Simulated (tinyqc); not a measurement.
Worked calculation: extended Hueckel theory, for BH3. Computed by tinyqc, a small Python program that keeps every step (integrals from PySCF). Settings: charge = 0, K = 1.5, multiplicity = 1. Command: `OMP_NUM_THREADS=1 python tinyqc.py 22475 22476 out.jsonl` (the two numbers bound the seeds that draw the settings). One thread of a shared host (Intel(R) Xeon(R) Processor @ 2.60GHz), about 0.01 s of CPU time with the checks.

## Overlaps

Geometry (angstrom):
```
atom          x          y         z
B      0.000000   0.000000  0.010000
H      1.150000   0.000000  0.000000
H     -0.575000   0.996000  0.000000
H     -0.575000  -0.996000  0.000000
```

Parameters chosen for this run:
```
element  shell  Slater exponent   H_ii (eV)
B           2s         1.300000  -15.200000
B           2p         1.300000   -8.500000
H           1s         1.300000  -13.600000
```

Slater orbitals, each expanded in six Gaussians scaled to its exponent.

overlap S, order 1B 2s, 1B 2px, 1B 2py, 1B 2pz, 2H 1s, 3H 1s, 4H 1s:
$$\begin{pmatrix}
1.000000 & 0.000000 & 0.000000 & 0.000000 & 0.507261 & 0.507232 & 0.507232 \\
0.000000 & 1.000000 & 0.000000 & 0.000000 & 0.543246 & -0.271600 & -0.271600 \\
0.000000 & 0.000000 & 1.000000 & 0.000000 & 0.000000 & 0.470459 & -0.470459 \\
0.000000 & 0.000000 & 0.000000 & 1.000000 & -0.004724 & -0.004723 & -0.004723 \\
0.507261 & 0.543246 & 0.000000 & -0.004724 & 1.000000 & 0.103995 & 0.103995 \\
0.507232 & -0.271600 & 0.470459 & -0.004723 & 0.103995 & 1.000000 & 0.103976 \\
0.507232 & -0.271600 & -0.470459 & -0.004723 & 0.103995 & 0.103976 & 1.000000
\end{pmatrix}$$

## Wolfsberg-Helmholz matrix

diagonal H_ii (eV): 1B 2s -15.200000, 1B 2px -8.500000, 1B 2py -8.500000, 1B 2pz -8.500000, 2H 1s -13.600000, 3H 1s -13.600000, 4H 1s -13.600000

K = 1.500000

H_ij = K' S_ij (H_ii + H_jj)/2 for i != j (the diagonal keeps H_ii), with K' = 1.5.

H (eV), order 1B 2s, 1B 2px, 1B 2py, 1B 2pz, 2H 1s, 3H 1s, 4H 1s:
$$\begin{pmatrix}
-15.200000 & 0.000000 & 0.000000 & 0.000000 & -10.956835 & -10.956216 & -10.956216 \\
0.000000 & -8.500000 & 0.000000 & 0.000000 & -9.004300 & 4.501773 & 4.501773 \\
0.000000 & 0.000000 & -8.500000 & 0.000000 & 0.000000 & -7.797854 & 7.797854 \\
0.000000 & 0.000000 & 0.000000 & -8.500000 & 0.078298 & 0.078292 & 0.078292 \\
-10.956835 & -9.004300 & 0.000000 & 0.078298 & -13.600000 & -2.121496 & -2.121496 \\
-10.956216 & 4.501773 & -7.797854 & 0.078292 & -2.121496 & -13.600000 & -2.121113 \\
-10.956216 & 4.501773 & 7.797854 & 0.078292 & -2.121496 & -2.121113 & -13.600000
\end{pmatrix}$$

## Orbitals

valence electrons = 6

Solve H C = S C e through S^(-1/2); fill by pairs from the bottom, a degenerate level sharing its electrons equally; each orbital has its largest coefficient positive (the first on a tie).

orbital energies (eV): [-17.928275, -13.639346, -13.639222, -8.500358, 3.888144, 3.888379, 11.378602]

occupations: [2.000000, 2.000000, 2.000000, 0.000000, 0.000000, 0.000000, 0.000000]

coefficients, order 1B 2s, 1B 2px, 1B 2py, 1B 2pz, 2H 1s, 3H 1s, 4H 1s:
$$\begin{pmatrix}
0.546346 & 0.000000 & -0.000006 & 0.009305 & 0.000000 & -0.000383 & 1.572157 \\
-0.000003 & 0.000000 & 0.305652 & 0.000000 & 0.000000 & 1.372215 & 0.000447 \\
0.000000 & 0.305637 & 0.000000 & 0.000000 & 1.372220 & 0.000000 & 0.000000 \\
0.000543 & 0.000000 & 0.000000 & 0.999939 & 0.000000 & 0.000004 & -0.016592 \\
0.266789 & 0.000000 & 0.656625 & -0.003127 & 0.000000 & -1.019284 & -0.832988 \\
0.266773 & 0.568666 & -0.328330 & -0.003127 & -0.882889 & 0.509954 & -0.832473 \\
0.266773 & -0.568666 & -0.328330 & -0.003127 & 0.882889 & 0.509954 & -0.832473
\end{pmatrix}$$

sum of one-electron energies = -90.413685 eV

Within a degenerate level the vectors are fixed only up to a rotation; this is one choice.

## Mulliken analysis

P = C n C^T; charge = valence electrons (B 3, H 1) minus the sum of (P S)_ii on the atom; overlap population = 2 sum P_ij S_ij between two atoms.

charges: 1B 0.931593, 2H -0.310518, 3H -0.310538, 4H -0.310538

Overlap populations:
```
pair      value
2-1    0.731853
3-1    0.731817
3-2   -0.060075
4-1    0.731817
4-2   -0.060075
4-3   -0.060062
```
